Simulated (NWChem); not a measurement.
System: dichloromethane (CH$_{2}$Cl$_{2}$); SMILES ClCCl

NWChem input:

```
start job
memory heap 200 mb stack 900 mb global 1100 mb
geometry units angstroms noautoz
  Cl     1.494325     0.000000     0.212013
  C      0.000000     0.000000    -0.763738
  Cl    -1.494325     0.000000     0.212013
  H      0.000000     0.909676    -1.390204
  H      0.000000    -0.909676    -1.390204
end
basis spherical
  Cl library def2-tzvpd
  C library def2-tzvpd
  H library def2-tzvpd
end
dft
  xc hfexch
  iterations 150
end
tddft
  cis
  nroots 6
  notriplet
end
task tddft energy
```

Parts of the log:

```
             Northwest Computational Chemistry Package (NWChem) 7.3.0
             --------------------------------------------------------

 C2V symmetry detected

                             Geometry "geometry" -> ""
                             -------------------------

 Output coordinates in angstroms (scale by  1.889725989 to convert to a.u.)

  No.       Tag          Charge          X              Y              Z
 ---- ---------------- ---------- -------------- -------------- --------------
    1 Cl                  17.0000     1.49432500     0.00000000     0.21568905
    2 C                    6.0000     0.00000000     0.00000000    -0.76006195
    3 Cl                  17.0000    -1.49432500     0.00000000     0.21568905
    4 H                    1.0000     0.00000000     0.90967600    -1.38652795
    5 H                    1.0000     0.00000000    -0.90967600    -1.38652795

 Effective nuclear repulsion energy (a.u.)     132.8678576092

      Symmetry information
      --------------------

 Group name             C2v
 Group number             16
 Group order               4
 No. of unique centers     3

  xc_inp: hfexch multiplicative factor not found.

                                 NWChem DFT Module
                                 -----------------

 Summary of "ao basis" -> "ao basis" (spherical)
 ------------------------------------------------------------------------------
       Tag                 Description            Shells   Functions and Types
 ---------------- ------------------------------  ------  ---------------------
 Cl                        def2-tzvpd               16       46   6s6p3d1f
 C                         def2-tzvpd               13       37   6s3p3d1f
 H                         def2-tzvpd                5        9   3s2p

      Symmetry analysis of basis
      --------------------------

        a1         55
        a2         21
        b1         41
        b2         30

            General Information
            -------------------
          SCF calculation type: DFT
          Wavefunction type:  closed shell.
          No. of atoms     :     5
          No. of electrons :    42
           Alpha electrons :    21
            Beta electrons :    21
          Charge           :     0
          Spin multiplicity:     1
          Use of symmetry is: off; symmetry adaption is: on
          Maximum number of iterations: 150
          AO basis - number of functions:   147
                     number of shells:    55
          Convergence on energy requested:  1.00D-06
          Convergence on density requested:  1.00D-05
          Convergence on gradient requested:  5.00D-04

              XC Information
              --------------
                     Hartree-Fock (Exact) Exchange  1.000

      Superposition of Atomic Density Guess
      -------------------------------------

 Sum of atomic energies:        -957.62676289

      Non-variational initial energy
      ------------------------------

 Total energy =    -958.463245
 1-e energy   =   -1586.003171
 2-e energy   =     494.672068
 HOMO         =      -0.353455
 LUMO         =       0.013910

      Symmetry analysis of molecular orbitals - initial
      -------------------------------------------------

  Numbering of irreducible representations:

     1 a1          2 a2          3 b1          4 b2

  Orbital symmetries:

     1 a1          2 b1          3 a1          4 a1          5 b1
     6 a1          7 b1          8 a1          9 b2         10 a2
    11 b1         12 a1         13 b1         14 a1         15 b2
    16 a1         17 b1         18 a2         19 a1         20 b1
    21 b2         22 a1         23 b1         24 a1         25 b2
    26 a1         27 b1         28 a2         29 b1         30 a1
    31 b2

   convergence    iter        energy       DeltaE   RMS-Dens  Diis-err
 ---------------- ----- ----------------- --------- --------- ---------
 d= 0,ls=0.0,diis     1   -958.0016260353 -1.09D+03  3.70D-03  3.74D-01
 d= 0,ls=0.0,diis     2   -958.0395242466 -3.79D-02  1.39D-03  1.88D-01
 d= 0,ls=0.0,diis     3   -958.0610730414 -2.15D-02  5.27D-04  2.91D-03
 d= 0,ls=0.0,diis     4   -958.0620614728 -9.88D-04  1.53D-04  1.83D-04
 d= 0,ls=0.0,diis     5   -958.0621397135 -7.82D-05  3.84D-05  1.92D-05
  Resetting Diis
 d= 0,ls=0.0,diis     6   -958.0621465685 -6.86D-06  1.26D-05  1.99D-06
 d= 0,ls=0.0,diis     7   -958.0621472366 -6.68D-07  2.17D-06  1.03D-07

         Total DFT energy =     -958.062147236649
      One electron energy =    -1587.162149968944
           Coulomb energy =      557.222739823973
    Exchange-Corr. energy =      -60.990594700913
 Nuclear repulsion energy =      132.867857609234

 Numeric. integr. density =        0.000000000000

                  Occupations of the irreducible representations
                  ----------------------------------------------

[...]

                                NWChem TDDFT Module
                                -------------------

            General Information
            -------------------
           No. of orbitals :     294
            Alpha orbitals :     147
             Beta orbitals :     147
        Alpha frozen cores :       0
         Beta frozen cores :       0
     Alpha frozen virtuals :       0
      Beta frozen virtuals :       0
         Spin multiplicity :       1
    Number of AO functions :     147
        Use of symmetry is : off
      Symmetry adaption is : on
         Schwarz screening :  0.10D-07

              XC Information
              --------------
              Hartree-Fock (Exact) Exchange   1.00

             TDDFT Information
             -----------------
          Calculation type : CIS
         Wavefunction type : Restricted singlets
          No. of electrons :      42
           Alpha electrons :      21
            Beta electrons :      21
              No. of roots :       6
          Max subspacesize :    5200
            Max iterations :     100
               Target root :       1
           Target symmetry : none
      Symmetry restriction : off
                 Algorithm : Optimal
        Davidson threshold :  0.10D-03

    6 smallest eigenvalue differences (eV)
--------------------------------------------------------
  No. Spin  Occ  Vir  Irrep   E(Occ)    E(Vir)   E(Diff)
--------------------------------------------------------
    1    1   21   22 b2       -0.446     0.064    13.881
    2    1   21   23 a2       -0.446     0.067    13.963
    3    1   20   22 b1       -0.450     0.064    14.002
    4    1   21   24 b2       -0.446     0.070    14.026
    5    1   20   23 a1       -0.450     0.067    14.084
    6    1   20   24 b1       -0.450     0.070    14.146
--------------------------------------------------------

  Entering Davidson iterations
  Restricted singlet excited states

  Iter   NTrls   NConv    DeltaV     DeltaE      Time
  ----  ------  ------  ---------  ---------  ---------
    1      6       0     0.67E-01   0.10+100       27.9
    2     12       0     0.87E-01   0.45E-01       17.3
    3     18       0     0.65E-01   0.26E-01       15.6
    4     24       0     0.93E-01   0.20E-01       15.2
    5     30       0     0.80E-01   0.14E-01       15.3
    6     36       0     0.34E-01   0.44E-02       15.3
    7     42       0     0.13E-01   0.53E-03       15.1
    8     48       1     0.47E-02   0.73E-04       15.0
    9     53       3     0.15E-02   0.13E-04       15.3
   10     56       4     0.73E-03   0.23E-05       14.4
   11     58       5     0.40E-03   0.43E-06       13.9
   12     59       5     0.15E-03   0.68E-07       14.1
   13     60       6     0.71E-04   0.83E-08       14.1
  ----  ------  ------  ---------  ---------  ---------
  Convergence criterion met

  Ground state a1       -958.062147236649 a.u.

  ----------------------------------------------------------------------------
  Root   1 singlet b2             0.284103343 a.u.                7.7308 eV
  ----------------------------------------------------------------------------
     Transition Moments    X  0.00000   Y -0.03026   Z  0.00000
     Dipole Oscillator Strength                    0.0001734698
     Electric Quadrupole                           0.0000000068
     Magnetic Dipole                               0.0000000713
     Total Oscillator Strength                     0.0001735480

     Occ.   18  a2  ---  Virt.   23  b1      -0.12803
     Occ.   18  a2  ---  Virt.   27  b1       0.10796
     Occ.   18  a2  ---  Virt.   31  b1       0.21562
     Occ.   18  a2  ---  Virt.   34  b1       0.25135
     Occ.   18  a2  ---  Virt.   38  b1       0.06934
     Occ.   18  a2  ---  Virt.   43  b1      -0.10130
     Occ.   18  a2  ---  Virt.   57  b1      -0.05948
     Occ.   21  b2  ---  Virt.   22  a1       0.20643
     Occ.   21  b2  ---  Virt.   24  a1      -0.50173
     Occ.   21  b2  ---  Virt.   26  a1      -0.40517
     Occ.   21  b2  ---  Virt.   29  a1      -0.44072
     Occ.   21  b2  ---  Virt.   32  a1       0.39414
     Occ.   21  b2  ---  Virt.   42  a1       0.06031
     Occ.   21  b2  ---  Virt.   44  a1      -0.05675
     Occ.   21  b2  ---  Virt.   51  a1       0.05681
  ----------------------------------------------------------------------------
  Root   2 singlet b1             0.289784205 a.u.                7.8854 eV
  ----------------------------------------------------------------------------
     Transition Moments    X  0.23569   Y -0.00000   Z  0.00000
     Dipole Oscillator Strength                    0.0107313943
     Electric Quadrupole                           0.0000000352
     Magnetic Dipole                               0.0000011628
     Total Oscillator Strength                     0.0107325923

[...]
```

Level: Hartree-Fock/def2-TZVPD, CIS. Structure relaxed at the PBE-D3(BJ)/def2-SVP level.
